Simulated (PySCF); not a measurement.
# Mayer bond orders and bond lengths

Species: C4H3FO.
SMILES with atom numbers: `[F:1][c:2]1[cH:3][cH:4][cH:5][o:6]1` (hydrogens: H7 on C3; H8 on C4; H9 on C5)

Bond orders from the PBE0/pcSseg-1 density (PySCF). Geometry: PBE0-D3(BJ)/def2-SVP; no solvent, vibrations or thermal averaging.

Where do the orders between heavy atoms depart from those drawn in the SMILES?

The largest departure is 0.475, at C5–O6 (drawn aromatic, 1.025), counting aromatic bonds as 1.5. The bonds drawn aromatic range from 1.02 to 1.64.

Set the Mayer orders of the bonds between heavy atoms beside their lengths.

```tsv
bond	drawn as	length (Å)	Mayer order
F1–C2	single	1.305	1.037
C2–C3	aromatic	1.358	1.608
C3–C4	aromatic	1.436	1.209
C4–C5	aromatic	1.360	1.640
C5–O6	aromatic	1.362	1.025
O6–C2	aromatic	1.329	1.118
```

By pair of heavy elements: C–C: lowest C3–C4 (1.209, 1.436 Å), highest C4–C5 (1.640, 1.360 Å). C–O: lowest C5–O6 (1.025, 1.362 Å), highest O6–C2 (1.118, 1.329 Å).

And the bonds to hydrogen?

C–H: 0.98 (3 bonds).

Sum the orders of all bonds at each heavy atom with more than one neighbour and set the sums beside the valence in the SMILES.

C2 3.763 (drawn 4), C3 3.793 (drawn 4), C4 3.833 (drawn 4), C5 3.644 (drawn 4), O6 2.143 (drawn 2). Orders between atoms that aren't bonded are not in these sums.

Mayer orders depend on the basis set.

The run behind these numbers computed NMR shieldings as well. On an Arm Neoverse V2 with one thread, no GPU, shared host with 96 logical CPUs at a one-minute load of 18, this took 5.8 s of wall time and 0.53 GiB of memory at its peak.
